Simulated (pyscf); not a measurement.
Single points on ωB97X-D3(BJ)/def2-SVP structures (PySCF, gas phase).

Question: PBE/def2-TZVP puts the barrier of [HN=Si–NH₂]• + hydrogen (H₂) -> H₂N–Si:–NH₂ [singlet] + H atom (H•) (hydrogen abstraction; doublet surface; H–H broken, H–N formed) at 33.8 kJ/mol and the reaction energy at +21.0 kJ/mol, from the separated reactants. What do B3LYP-D3(BJ)/def2-TZVP, M06-2X/def2-TZVP, ωB97M-D3(BJ)/def2-TZVP give on the same structures?

Answer: B3LYP-D3(BJ): ΔE‡ = 43.2 kJ/mol, ΔE = +22.8 kJ/mol; M06-2X: ΔE‡ = 58.2 kJ/mol, ΔE = -0.7 kJ/mol; ωB97M-D3(BJ): ΔE‡ = 51.4 kJ/mol, ΔE = -5.3 kJ/mol. PBE's barrier lies under all of them, by 9.5 to 24.5 kJ/mol. Its reaction energy lies among theirs. One saddle was located; it need not be the lowest between these sides. The angle at the transferred H is 177°.
